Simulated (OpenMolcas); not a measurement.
# AlBH4 (SMILES [BH2][AlH2]): CCSD/MIDI (electric field -0.02 a.u., field axis z)

What is the energy change on altering one bond length of AlBH4 at CCSD/MIDI (electric field -0.02 a.u., field axis z)? 

The results are computed with OpenMolcas 26.06.

8 further runs of the same task are left out: 8 set aside as unsound or not needed.

**1. The structure to begin with**

The species is AlBH4 (6 atoms), meant as a singlet with charge 0. SMILES: `[BH2][AlH2]`. Geometry: a GFN2-xTB relaxation, a rough one for these elements and not checked as a minimum.

Bond lengths: B1–Al2 2.087 Å, B1–H3 1.180 Å, B1–H4 1.180 Å, Al2–H5 1.565 Å, Al2–H6 1.565 Å. Angles: B1–Al2–H5 125.1°, B1–Al2–H6 125.2°, Al2–B1–H3 123.2°, Al2–B1–H4 123.1°, H5–Al2–H6 109.6°, H3–B1–H4 113.7°.

**2. The energy at CCSD/MIDI (electric field -0.02 a.u., field axis z)**

Contents of run.input:

```
&gateway
  baslib=$CurrDir
  coord
  6
  angstrom
  B       -0.029530      -1.128080       0.039240
  Al       0.023770       0.956900      -0.033730
  H       -0.860940      -1.732970       0.618250
  H        0.771270      -1.812040      -0.493170
  H        1.070420       1.804110      -0.831710
  H       -0.975000       1.912090       0.701120
  basis=MIDI
  group=NoSym

&seward

&ffpt
  dipole
  Z 0.02

&scf
  prorbitals=1 1

&rasscf
  fileorb=$Project.ScfOrb
  spin=1
  nactel=0 0 0
  inactive=11
  ras2=0
  outorbitals=Canonical
  orblisting=Nothing

&motra
  jobiph
  frozen=6

&ccsdt
  ccsd
  iterations=50
  extrapolation=5 4
```

The basis set MIDI is read from a file made from the Basis Set Exchange's data (not shown).

Started as:

```console
$ export MOLCAS_MEM=1860
$ pymolcas run.input > run.log
```

Standard output:

```text
--- Start Module: gateway ---
[...]
--- Stop Module: gateway /rc=_RC_ALL_IS_WELL_ ---
[...]
      Basis functions           30
[...]
       Convergence after  10 Iterations
[...]
::    Total SCF energy                               -267.3423306180
[...]
      Total spin, S                                     0.0000000000
[...]
      Number of active orbitals                  0
[...]
      Spin quantum number                      0.0
[...]
      Active orbitals                            0
[...]
      Number of CSFs                             1
[...]
      Number of root(s) required                 1
[...]
      Convergence after  4 iterations
[...]
      Natural orbitals and occupation numbers for root  1
      ************************************************************************************************************************
      *                                                    Final results                                                     *
      ************************************************************************************************************************
[...]
::    RASSCF root number  1 Total energy:   -267.34233062
[...]
      Total electronic charge=   22.000000
      Total            charge=   -0.000000
[...]
      Dipole Moment (debye):
      Origin of the operator (angstrom)=    0.0077    0.3230   -0.0115
                   X=  5.3843E-01               Y= -1.6595E+00               Z= -1.3693E+00           Total=  2.2178E+00
      Quadrupole Moment (debye*angstrom):
[...]
--- Start Module: motra ---
[...]
      *** WARNING: Default frozen orbitals is overwritten by user input.
      *** Default values:   3
[...]
--- Stop Module: motra /rc=_RC_ALL_IS_WELL_ ---
--- Start Module: ccsdt ---
[...]
      Convergence after                    14  Iterations
      Total energy (diff) :    -267.45266017       0.00000003
[...]
--- Stop Module: ccsdt /rc=_RC_ALL_IS_WELL_ ---
[...]
```

Wall time 2.4 s (1 thread of Arm Neoverse V1, shared host); peak memory 0.37 GiB.

**3. The distorted shape, same level**

Contents of run.input:

```
>>> EXPORT MOLCAS_PRINT=2

&GATEWAY
 BasLib=$CurrDir
 Coord
 6
 angstrom
 B        1.217595      -0.220738      -0.829282
 Al       1.270895       1.864242      -0.902252
 H       -0.860940      -1.732970       0.618250
 H        2.018395      -0.904698      -1.361692
 H        2.317545       2.711452      -1.700232
 H        0.272125       2.819432      -0.167402
 Basis=MIDI
 Group=NoSym

&SEWARD

&FFPT
 Dipole
 Z 0.02

&SCF
 PrOrbitals=1 1

&RASSCF
 FileOrb=$Project.ScfOrb
 Spin=1
 Nactel=0 0 0
 Inactive=11
 Ras2=0
 OutOrbitals=Canonical
 OrbListing=Nothing

&MOTRA
 JobIph
 Frozen=6

&CCSDT
 CCSD
 Iterations=50
 Extrapolation=5 4
```

The basis set MIDI is read from a file made from the Basis Set Exchange's data (not shown).

Started as:

```console
$ export MOLCAS_MEM=1860
$ pymolcas run.input > run.log
```

Standard output:

```text
--- Start Module: gateway ---
[...]
--- Stop Module: gateway /rc=_RC_ALL_IS_WELL_ ---
[...]
      Basis functions           30
[...]
       Convergence after  14 Iterations
[...]
::    Total SCF energy                               -267.1468566854
[...]
      Total spin, S                                     0.0000000000
[...]
      Number of active orbitals                  0
[...]
      Spin quantum number                      0.0
[...]
      Active orbitals                            0
[...]
      Number of CSFs                             1
[...]
      Number of root(s) required                 1
[...]
      Convergence after  4 iterations
[...]
      Natural orbitals and occupation numbers for root  1
      ************************************************************************************************************************
      *                                                    Final results                                                     *
      ************************************************************************************************************************
[...]
::    RASSCF root number  1 Total energy:   -267.14685669
[...]
      Total electronic charge=   22.000000
      Total            charge=   -0.000000
[...]
      Dipole Moment (debye):
      Origin of the operator (angstrom)=    1.2249    1.2085   -0.8592
                   X=  4.4045E+00               Y=  2.1660E+00               Z= -4.1417E+00           Total=  6.4222E+00
      Quadrupole Moment (debye*angstrom):
[...]
--- Start Module: motra ---
[...]
      *** WARNING: Default frozen orbitals is overwritten by user input.
      *** Default values:   3
[...]
--- Stop Module: motra /rc=_RC_ALL_IS_WELL_ ---
--- Start Module: ccsdt ---
[...]
      Convergence after                    23  Iterations
      Total energy (diff) :    -267.31083296       0.00000009
[...]
--- Stop Module: ccsdt /rc=_RC_ALL_IS_WELL_ ---
[...]
```

It took 2.6 s on 1 thread of Arm Neoverse V1, shared host; peak memory 0.37 GiB.

**4. Outcome**

Level: CCSD/MIDI (electric field -0.02 a.u., field axis z), 6 core orbitals frozen.

```
                                                         quantity          value
                                        first shape: total energy  -267.45266 Eh
                  first shape: dipole moment (mean-field density)         2.22 D
               first shape: HOMO–LUMO gap (Hartree–Fock orbitals)       10.10 eV
         first shape: correlation energy (6 core orbitals frozen)     -110.3 mEh
                                    distorted shape: total energy  -267.31083 Eh
              distorted shape: dipole moment (mean-field density)         6.42 D
           distorted shape: HOMO–LUMO gap (Hartree–Fock orbitals)        6.52 eV
     distorted shape: correlation energy (6 core orbitals frozen)     -164.0 mEh
energy change with the B1–H3 bond stretched from 1.180 to 2.950 Å       3.859 eV
```

What this shows: One bond (distorted shape) is far stretched, which a spin-restricted single reference describes badly; a broken-symmetry solution may lie lower. With the B1–H3 bond stretched from 1.180 to 2.950 Å the energy rises by 3.86 eV (89 kcal/mol). The first shape isn't relaxed at this level, so the change isn't measured from a minimum. A restricted reference can't describe the breaking bond well at this length. Mulliken charges (distorted shape) of the mean-field density run from -0.36 on H3 to +0.54 on Al2; they depend strongly on the basis.
